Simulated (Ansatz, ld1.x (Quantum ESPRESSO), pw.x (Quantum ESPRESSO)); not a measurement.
lead: one change to the RRKJ potential, in the atom and in the bcc crystal

ld1.x (Quantum ESPRESSO) 7.5 input, shortened:

```
&input
   title='Pb', zed=82., rel=1, dft='PBESOL', iswitch=3,
   config='[Xe] 4f14 5d10 5f-2 6s2 6p2'
 /
 &inputp
   pseudotype=2, tm=.false., rho0=0.01, lloc=1,
   nlcc=.false.
 /
4
6S  1  0   2.00   0.00  2.00  2.00  0.0
5D  3  2  10.00   0.00  1.60  1.60  0.0
5F  4  3  -2.00  -0.15  2.70  2.70  0.0
6P  2  1   2.00   0.00  2.65  2.65  0.0
 &test
   configts(1)='5d10 6s2 6p2'
 /
```

Change: wave 6s (bound): rc 2.00 bohr becomes 6s (bound): rc 2.94 bohr.

Cutoffs, loose and tight: the cutoffs (Ry, on a coarse ladder) from which the occupation-weighted sum of valence levels, in a spherical-Bessel basis at the reference potential, stays within 10 and 1 mRy of its value at 400 Ry. They do not see the model core or the augmentation charge, which bear on the density cutoff. Test errors are all-electron minus pseudo excitation energies from the reference, over the configurations 5d10 6s2 6p1; 5d10 6s2 6p0; 5d10 6s1 6p0; 5d10 6s2 6p1.5; 5d10 6s0 6p4; 5d9 6s2 6p2; 5d10 6s1 6p3; variants that change the core or the reference have their own tests.

Crystal test: bcc Pb in pw.x 7.5, no spin, 12³ k-points, Fermi–Dirac smearing 0.01 Ry, cutoffs set for each file from its atomic test. The reference is all-electron LAPW (Ansatz 0.2.0) with the same functional, mesh and smearing; V0 and B0 come from Birch–Murnaghan fits to the pressures at five volumes. Errors are pseudo minus all-electron; Δ is the rms difference of the E(V) curves that follow from these fits, minima aligned, over ±6 % about the mean V0. Mesh and smearing are coarse, so the numbers serve the comparison and aren't converged zero-temperature values; the lattice is a test structure that the element need not adopt.

All-electron: a0 = 3.915 Å (V0 = 30.01 Å³/atom), B0 = 45.5 GPa.

Does the change bring the crystal closer to the all-electron result?

The mean pressure error goes from +1.06 to +0.89 GPa, so the change moves the solid closer to the all-electron pressures.

| quantity | base | changed |
| --- | --- | --- |
| outcome (atom) | generated | generated |
| cutoff, loose (atom) | 50 Ry | 50 Ry |
| cutoff, tight (atom) | 70 Ry | 60 Ry |
| bound ghosts (atom) | none | none |
| largest test error (meV) (atom) | -159 | -99 |
| cutoffs in pw.x (Ry) | 85/340 | 75/300 |
| a0 (Å) | 3.944 | 3.940 |
| a0 error (%) | +0.75 | +0.62 |
| B0 error (%) | -1.1 | -0.1 |
| Δ (meV/atom) | 6.7 | 5.7 |
| mean pressure error (GPa) | +1.06 | +0.89 |

Base: This is a poor potential for the solid. Changed file: This is a poor potential for the solid. The atomic cutoffs weigh occupied waves only.
